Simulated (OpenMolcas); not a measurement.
# A ladder of methods for BClO (boron chloride oxide)

BClO has 3 atoms, charge 0, and is taken as a singlet. SMILES: `O=BCl`. The coordinates come from a GFN2-xTB relaxation.

```
atom    x (Å)    y (Å)    z (Å)
   O   1.0196   0.6062   0.6270
   B   0.1131   0.0666   0.0695
  Cl  -1.1326  -0.6728  -0.6965
```

Each level gives the energy change with the B2–Cl3 bond stretched from 1.639 to 2.868 Å (eV). The values are calculated.

| level | kind | program | value (eV) | less FCI/STO-3G | CPU time (all runs) |
| --- | --- | --- | --- | --- | --- |
| HF/STO-3G (restricted) | Hartree–Fock | OpenMolcas | 6.06 | +2.24 | 3.1 s |
| SVWN5/STO-3G (restricted) | LDA | OpenMolcas | 4.87 | +1.05 | 5.4 s |
| PBE/STO-3G (restricted) | GGA | OpenMolcas | 4.46 | +0.64 | 5.9 s |
| r2SCAN/STO-3G (restricted) | meta-GGA | OpenMolcas | 4.73 | +0.91 | 7.3 s |
| PBE0/STO-3G (restricted) | global hybrid | OpenMolcas | 5.03 | +1.21 | 5.7 s |
| B2PLYP/STO-3G (restricted) | double hybrid | OpenMolcas | 4.73 | +0.91 | 5.5 s |
| CISD/STO-3G (restricted) | coupled cluster or CI | OpenMolcas | 4.46 | +0.64 | 3 s |
| FCI/STO-3G | exact in the basis | OpenMolcas | 3.82 | 0.00 | 53 s |

FCI/STO-3G is exact within its basis and frozen core, so for wave-function methods in that basis the difference is their error; functionals converge differently with the basis, so for them it is only a difference. A spin-restricted reference rises too steeply as a bond breaks; here HF/STO-3G, SVWN5/STO-3G, PBE/STO-3G, r2SCAN/STO-3G, PBE0/STO-3G, B2PLYP/STO-3G, CISD/STO-3G lie well above the multireference or unrestricted value. The first shape isn't each level's own minimum. The values span 3.82 to 6.06 eV. All rows use very small basis sets, so none should be taken for the real molecule's value. In so small a basis fixed costs decide the times, and correlated methods can beat functionals. CPU times are rough (shared hosts, several kinds of processor and program).
